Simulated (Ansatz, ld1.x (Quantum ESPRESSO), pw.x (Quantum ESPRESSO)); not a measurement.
rhodium (fcc): variants of one TM potential in the solid

Rh (Z = 45), norm-conserving Troullier–Martins (Kleinman–Bylander form), made with ld1.x (Quantum ESPRESSO) 7.5 (PBE, scalar-relativistic). Core [Kr], reference 4d8 5s1 5p0. Waves: 5p (bound, empty): rc 4.00 bohr; 4d (bound): rc 2.00 bohr; 5s (bound): rc 2.90 bohr. Local part: the s channel. Core correction: none.

Crystal test: fcc Rh in pw.x 7.5, no spin, 15³ k-points, Fermi–Dirac smearing 0.01 Ry, cutoffs set for each file from its atomic test. The reference is all-electron LAPW (Ansatz 0.2.0) with the same functional, mesh and smearing; V0 and B0 come from Birch–Murnaghan fits to the pressures at five volumes. Errors are pseudo minus all-electron; Δ is the rms difference of the E(V) curves that follow from these fits, minima aligned, over ±6 % about the mean V0. Mesh and smearing are coarse, so the numbers serve the comparison and aren't converged zero-temperature values; the lattice is a test structure that the element need not adopt.

All-electron: a0 = 3.834 Å (V0 = 14.09 Å³/atom), B0 = 252.3 GPa.

Base: The largest radius (4.00 bohr) exceeds half the bond length (2.56 bohr), so the spheres overlap, which is one possible source of error among others. This is a poor potential for the solid. Atomic configuration tests: 1 of 7 tests not solved or not reliable.

A dash in a converged row means that the minimum lies outside the volumes sampled.

| change | cutoffs (Ry) | pw.x | a0 (Å) | a0 error (%) | B0 error (%) | Δ (meV/atom) | mean pressure error (GPa) |
| --- | --- | --- | --- | --- | --- | --- | --- |
| base | 85/340 | converged | 3.896 | +1.62 | -2.7 | 38.1 | +13.46 |
| core correction a·sin(br)/r model core inside 1.00 bohr | 85/340 | converged | – | – | – | – | +14.46 |
| core correction a·sin(br)/r model core inside 1.96 bohr | 85/340 | converged | – | – | – | – | +14.42 |
| core correction a·sin(br)/r model core inside 2.24 bohr | 85/340 | converged | – | – | – | – | +14.42 |

Q: Give the row for: core correction a·sin(br)/r model core inside 1.52 bohr.

A: pw.x: converged; mean pressure error (GPa): +14.47.
